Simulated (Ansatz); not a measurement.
Molecule: C$_{4}$H$_{5}$, charge -1, multiplicity 1. It need not be the lowest isomer of its formula. Whether it binds its extra electron was not tested at this geometry. 
Structure (B3LYP-D3(BJ)/def2-TZVP (Ansatz, a quantum-chemistry and plane-wave program) minimum search):
SMILES: C=[C-]C=C
```xyz
9

C      0.7880     1.5478     0.2122
C      0.2890     0.6043    -0.5865
C     -0.6203    -0.4167    -0.2422
C     -0.4150    -1.6356     0.3427
H      1.5131     2.2909    -0.1331
H      0.5205     1.6517     1.2796
H     -1.6443    -0.2303    -0.5874
H      0.5710    -1.9412     0.6766
H     -1.2104    -2.3704     0.4074
```
Charge -1, spin multiplicity 1.

Parts of the frozen-core correlation energy in cc-pVTZ (Ansatz, hartree). Frozen orbitals: 4; correlated occupied orbitals by spin: 11 and 11; virtual: 175 and 175. No spin-orbit coupling. No relativistic terms.

```json
[
 {"term": "reference (HF)", "value": "-154.30950"},
 {"term": "MP2 opposite-spin", "value": "(withheld)"},
 {"term": "MP2 same-spin", "value": "-0.15641"},
 {"term": "CCSD correlation", "value": "(withheld)"},
 {"term": "(T)", "value": "(withheld)"},
 {"term": "T1 diagnostic", "value": "0.017"},
 {"term": "largest doubles amplitude", "value": "0.067"}
]
```

Complete the blanks.


- MP2 opposite-spin, value: -0.50685
- CCSD correlation, value: -0.69259
- (T), value: -0.03533
